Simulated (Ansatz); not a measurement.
Ideal-gas functions of C$_{2}$H$_{4}$OS, SMILES `CC(O)=S` at 600 K and 1 bar, from an Ansatz frequency run at PBE0-D4/def2-TZVP.

Molar mass 76.12 g/mol, point group Cs (symmetry number 1), electronic degeneracy 1, moments of inertia 49.511, 99.683, 146.077 u Å². Harmonic wavenumbers (cm⁻¹, unscaled): 102, 375, 457, 519, 690, 756, 1017, 1027, 1126, 1332, 1382, 1419, 1465, 1485, 3057, 3118, 3199, 3743.

Use S(trans) = R[1.5 ln M + 2.5 ln T − 1.1517]; rotational temperatures θ = 24.2544 K / I; S(rot) = R[ln(√π/σ · √(T³/θAθBθC)) + 1.5]; for each mode x = 1.438777 ν̃/T, S = R[x/(eˣ − 1) − ln(1 − e⁻ˣ)] and H = RT x/(eˣ − 1); 1 cm⁻¹ = 0.0119627 kJ/mol; R = 8.31446 J/(mol·K).

Problem. By hand: the entropy, in J/(mol·K).

Solution. Translation 177.4. Rotation: θ = 0.4899, 0.2433, 0.166 K, giving 113.3. Vibration, mode by mode: 20.04, 9.47, 7.96, 7.01, 5.02, 4.42, 2.70, 2.65, 2.20, 1.48, 1.35, 1.26, 1.15, 1.11, 0.05, 0.04, 0.03, 0.01, in all 67.9. Electronic 0.0. Sum 358.6 J/(mol·K).

Problem. By hand: H − E and G − E in kJ/mol, counted from the electronic energy.

Solution. Zero-point energy ½ × 26269 × 0.0119627 = 157.1; thermal vibration 22.7; translation, rotation and pV give 4 RT = 20.0. H − E = 199.8 kJ/mol, and G − E = 199.8 − 600 × 358.6/1000 = -15.4 kJ/mol.

Vibration gives 19 % of the entropy, 20.0 J/(mol·K) of it from the mode under 150 cm⁻¹: soft modes count most, and the harmonic formula is weakest for them. The sum counts one conformer and one mirror image; others add a mixing term.
